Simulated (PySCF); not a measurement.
hydrogen isocyanide (CHN), SMILES [C-]#[NH+].

Geometry optimised at B3LYP-D3(BJ)/def2-TZVPD.

Level of theory: r2SCAN/def2-TZVPD in PySCF.

Isolated molecule, no solvent.

Computed frontier levels, gap, dipole moment and polarisability:
```json
{
  "highest_occupied_level": "-7.98 eV",
  "lowest_empty_level": "-0.51 eV",
  "orbital_gap": "7.47 eV",
  "dipole_moment": "3.14 D",
  "quadrupole, principal values (traceless, Buckingham form, about the centre of nuclear charge)": "-0.81, -0.81, 1.61 D·Å",
  "mean_static_polarisability": "18.2 bohr³ (2.70 Å³)",
  "polarisability_principal_values": "15.6, 15.6, 23.5 bohr³"
}
```
